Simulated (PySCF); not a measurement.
## `FC=C=CF`, C$_{3}$H$_{2}$F$_{2}$

Geometry:
```
atom   x (Å)   y (Å)   z (Å)
  F1   2.155  -0.855   0.040
  C2   1.244   0.070   0.359
  C3   0.001  -0.010  -0.004
  C4  -1.239   0.010  -0.388
  F5  -2.227  -0.545   0.321
  H6   1.664   0.875   0.953
  H7  -1.595   0.463  -1.307
```

Method: TDDFT CAM-B3LYP/aug-cc-pVTZ circular dichroism and optical rotation, one conformer, gas phase (PySCF). Geometry: PBE0-D3(BJ)/def2-TZVP.

No stereocentre is labelled: unless the shape is locked (an allene, a helicene, a hindered biaryl), the mirror image is equally populated and a measured rotation or CD is zero.

Q: Draw the ECD and absorption spectra from the lowest 12 states, each a Gaussian of half-width 0.35 eV at 1/e height.

A: 
```csv
E (eV),λ (nm),Δε (L mol⁻¹ cm⁻¹),ε (L mol⁻¹ cm⁻¹)
5.13,242,-0.57,18.1
5.23,237,-1.24,38.7
5.33,233,-2.28,70.3
5.43,228,-3.60,109
5.53,224,-4.86,145
5.63,220,-5.62,164
5.73,216,-5.57,159
5.83,213,-4.73,132
5.93,209,-3.45,94.6
6.03,206,-2.15,58.8
6.13,202,-1.12,34.4
6.23,199,-0.42,25.9
6.33,196,+0.04,37
6.43,193,+0.42,77.8
6.53,190,+0.79,178
6.63,187,+1.17,412
6.73,184,+1.51,920
6.83,182,+1.87,1900
6.93,179,+2.42,3540
7.03,176,+3.38,5850
7.13,174,+4.70,8640
7.23,172,+5.78,11700
7.33,169,+5.63,15100
7.43,167,+3.53,19000
7.53,165,-0.01,23400
7.63,163,-3.13,27500
7.73,160,-3.53,30100
7.83,158,-0.16,30200
7.93,156,+5.82,28200
8.03,154,+11.54,25100
8.13,153,+14.32,22000
8.23,151,+13.35,19000
8.33,149,+9.88,15900
```
Δε uses R in velocity form, ε uses f in length form. Only the states computed contribute, so the short-wavelength end is incomplete.
